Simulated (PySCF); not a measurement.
**CH3F: calculation against experiment**

**Measured values to compare with.**

NIST CCCBDB Release 22 (SRD 101), experimental dipoles lists, for the gas: dipole moment (microwave Stark effect, vibrational ground state) 1.847 D.

How close the calculation comes is told at the end.

Species: CH3F.
Atom-mapped SMILES: `[CH3:1][F:2]` (hydrogens: H3, H4, H5 on C1)

Structure used (PBE0-D3(BJ)/def2-SVP), in Å, numbered top down from 1:
```
atom  x, y, z in Å
C1     0.1814    0.1156    0.0541
F2     1.5287   -0.0161   -0.1048
H3    -0.0931   -0.0549    1.1082
H4    -0.1383    1.1300   -0.2379
H5    -0.3466   -0.6195   -0.5758
```

Runs made with PySCF (gas phase, on this PBE0-D3(BJ)/def2-SVP geometry; no spin–orbit coupling):

```json
{"level": "PBE0-D3(BJ)/def2-SVP, grid level 1", "job": "geometry optimisation from a GFN2-xTB start shaken at random", "basis functions": "43", "wall time": "1.2 s"}
```

Hardware: an AMD EPYC 9R45 with one thread, no GPU, on a shared host.

**Comparison with experiment**

**Dipole moment.** Measured: 1.847 D (NIST CCCBDB Release 22 (SRD 101), experimental dipoles).

```
               level  computed (D)  computed − measured (D)  % (from the printed values)
PBE0-D3(BJ)/def2-SVP         1.741                   -0.106                           -6
```

The computed dipoles belong to one fixed geometry; measured ones are averaged over vibrations unless marked μe. Magnitudes are compared, not signs.

No measured geometry was used, and the causes of the misses weren't examined.
